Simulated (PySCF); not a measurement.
CF4, SMILES FC(F)(F)F. Atoms are numbered in the order given.

```xyz
5

F      0.7638    -0.7638     0.7638
C      0.0000     0.0000     0.0000
F     -0.7638    -0.7638    -0.7638
F     -0.7638     0.7638     0.7638
F      0.7638     0.7638    -0.7638
```

Geometry: B3LYP-D3(BJ)/def2-SVP.

The numbers are results of PBE/pcJ-1 (PySCF), not measurements.

Isotropic couplings with Fermi-contact, spin-dipole and both spin-orbit terms, one fixed conformer, no vibrational averaging. Isotopes: 13C, 19F.

```
pair   bonds apart  J (Hz)
-----  -----------  ------
F1–C2            1       …
C2–F3            1       …
C2–F4            1       …
C2–F5            1       …
F1–F3            2   -95.5
F1–F4            2   -95.5
F1–F5            2   -95.5
F3–F4            2   -95.6
F3–F5            2   -95.5
F4–F5            2   -95.5
```

Q: Complete the blanks. (Estimate from the structure and the level; the computed values follow.)

A: 
- F1–C2, J (Hz): -393.6
- C2–F3, J (Hz): -393.6
- C2–F4, J (Hz): -393.6
- C2–F5, J (Hz): -393.6
